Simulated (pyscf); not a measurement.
`[CH4]` + `[F][Zn][Cl]` -> `[CH3][Zn][Cl]` + `[FH]`, a four-centre exchange (singlet surface; C–H, F–Zn broken, C–Zn, F–H formed). Single points on ωB97X-D3(BJ)/def2-SVP structures (PySCF, gas phase). Energies in eV from the separated reactants.

Small-basis levels: PySCF, no dispersion term, spherical d functions. AM1 to PM7: differences of heats of formation from MOPAC. GFN2-xTB: tblite. Cost: rough CPU time at the saddle relative to B3LYP/6-31G*+LANL2DZ, from one job on a shared machine.

```
level                   barrier  reaction energy        cost
----------------------  -------  ---------------  ----------
HF/STO-3G                  4.23            +2.17        0.09
HF/6-31G*+LANL2DZ          2.06            +1.36         0.1
SVWN5/6-31G*+LANL2DZ       0.49            +1.17           1
BP86/6-31G*+LANL2DZ        1.09            +1.32           2
PBE/6-31G*+LANL2DZ         1.02            +1.34           2
B3LYP/3-21G                0.84            +1.61         0.7
B3LYP/LANL2DZ              1.36            +1.29         0.8
B3LYP/6-31G*+LANL2DZ       1.33            +1.39           1
M06-2X/6-31G*+LANL2DZ      1.10            +1.19           2
PBE/def2-SVP               0.87            +0.79           2
GFN2-xTB                   1.67            +1.27  under 0.02
PM6                        1.63            +0.33  under 0.02
ωB97M-D3(BJ)/def2-TZVP     1.34            +0.76           –
```

Against the last row the barrier runs from -0.85 (SVWN5/6-31G*+LANL2DZ) to +2.90 eV (HF/STO-3G). At SVWN5/6-31G*+LANL2DZ, BP86/6-31G*+LANL2DZ, PBE/6-31G*+LANL2DZ, B3LYP/3-21G, B3LYP/6-31G*+LANL2DZ, M06-2X/6-31G*+LANL2DZ this geometry lies under one side, so the entry may be no barrier of that level: it is a single point on another level's saddle. ωB97M-D3(BJ)/def2-TZVP has limits of its own. This is the saddle that the search found; another between the same sides may lie lower. In the def2 sets elements up to Kr have no core potential.
